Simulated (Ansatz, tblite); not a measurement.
Cost and result up the ladder for Si3 (3 atoms). The state is a singlet with charge 0. Geometry: PBE-D4/def2-TZVP.

Cartesian coordinates in Å:
```
Si -1.034 -0.148 -0.353
Si 0.765 0.963 -0.921
Si 0.269 -0.815 1.274
```

Ansatz on 2 threads of Arm Neoverse V2 on a shared host; xTB runs through tblite on one thread. Times are rough, summed over both states, and most runs start from the orbitals of an earlier one. ωB97X-V/def2-TZVP serves as the yardstick here, not as an exact answer. The other state is a quintet at its own geometry, which has other bonds, so the gap mixes isomer and spin.

The xTB rows come from tblite. LC-ωPBE has ω = 0.4 bohr⁻¹. B3LYP takes the VWN-RPA correlation. HSE06 is defined as in plane-wave codes, on full-range PBE exchange. Correlated methods freeze 15 core orbitals. In CCSD on the charge 0 quintet the largest single amplitude is 0.19, so its Hartree–Fock determinant may place the open shell otherwise than the density functionals do. The order of the spin states hangs on the level: the triplet lies 0.21 eV below the singlet at PBE0-D4/def2-TZVP, but 0.05 eV above it at RPA@PBE/def2-TZVP. At PBE0-D4/def2-TZVP a triplet of charge 0 lies 2.09 eV below the quintet, each at its own geometry. The structure comes from a short search, and lower isomers may exist.

Run but left out: HF/STO-3G (singlet: restricted singlet, unstable in another Hartree–Fock run and untested here); HF/def2-TZVP, HF/def2-TZVPP, HF/def2-QZVPP, B2PLYP/def2-TZVP, PBE-QIDH/def2-TZVP (singlet: restricted singlet, unstable towards broken spin symmetry); MP2/def2-TZVP, MP2/def2-TZVPP, MP2/def2-QZVPP (quintet: ⟨S²⟩ 6.44 to 6.45, where a pure state has 6.00).

Correlated methods converge slowly with the basis.

xTB has no spin-polarisation term.

```json
{"level": "GFN1-xTB", "functions": "27", "wall time": "0.005 s", "quintet − singlet (eV)": "1.97", "difference from ωB97X-V/def2-TZVP (eV)": "-0.17", "remarks": "–"}
{"level": "GFN2-xTB", "functions": "27", "wall time": "0.006 s", "quintet − singlet (eV)": "2.13", "difference from ωB97X-V/def2-TZVP (eV)": "-0.01", "remarks": "–"}
{"level": "PBE-D4/def2-TZVP (with forces)", "functions": "111", "wall time": "3.2 s", "quintet − singlet (eV)": "2.03", "difference from ωB97X-V/def2-TZVP (eV)": "-0.11", "remarks": "–"}
{"level": "RPA@PBE/def2-TZVP", "functions": "111", "wall time": "3.8 s", "quintet − singlet (eV)": "2.27", "difference from ωB97X-V/def2-TZVP (eV)": "0.12", "remarks": "–"}
{"level": "B3LYP-D4/def2-TZVP", "functions": "111", "wall time": "5.2 s", "quintet − singlet (eV)": "2.20", "difference from ωB97X-V/def2-TZVP (eV)": "0.05", "remarks": "–"}
{"level": "HSE06-D4/def2-TZVP", "functions": "111", "wall time": "5.4 s", "quintet − singlet (eV)": "1.88", "difference from ωB97X-V/def2-TZVP (eV)": "-0.26", "remarks": "–"}
{"level": "LC-ωPBE/def2-TZVP", "functions": "111", "wall time": "5.4 s", "quintet − singlet (eV)": "1.61", "difference from ωB97X-V/def2-TZVP (eV)": "-0.54", "remarks": "spin-contaminated (⟨S²⟩ 6.22) (quintet)"}
{"level": "BHLYP-D4/def2-TZVP", "functions": "111", "wall time": "5.6 s", "quintet − singlet (eV)": "2.02", "difference from ωB97X-V/def2-TZVP (eV)": "-0.12", "remarks": "–"}
{"level": "r2SCAN-D4/def2-TZVP", "functions": "111", "wall time": "6.5 s", "quintet − singlet (eV)": "1.79", "difference from ωB97X-V/def2-TZVP (eV)": "-0.36", "remarks": "–"}
{"level": "PBE0-D4/def2-TZVP (with forces)", "functions": "111", "wall time": "8.1 s", "quintet − singlet (eV)": "1.87", "difference from ωB97X-V/def2-TZVP (eV)": "-0.27", "remarks": "–"}
{"level": "CCSD(T)/def2-TZVPP", "functions": "126", "wall time": "9.4 s", "quintet − singlet (eV)": "2.19", "difference from ωB97X-V/def2-TZVP (eV)": "0.04", "remarks": "large T1 (0.031) (singlet), large T1 (0.059) (quintet), restricted SCF unstable (singlet), spin-contaminated (⟨S²⟩ 6.44) (quintet)"}
{"level": "r2SCAN0-D4/def2-TZVP", "functions": "111", "wall time": "11 s", "quintet − singlet (eV)": "1.66", "difference from ωB97X-V/def2-TZVP (eV)": "-0.49", "remarks": "spin-contaminated (⟨S²⟩ 6.13) (quintet)"}
{"level": "r2SCANh-D4/def2-TZVP", "functions": "111", "wall time": "12 s", "quintet − singlet (eV)": "1.74", "difference from ωB97X-V/def2-TZVP (eV)": "-0.41", "remarks": "–"}
{"level": "ωB97X-V/def2-TZVP", "functions": "111", "wall time": "18 s", "quintet − singlet (eV)": "2.14", "difference from ωB97X-V/def2-TZVP (eV)": "0.00", "remarks": "–"}
```
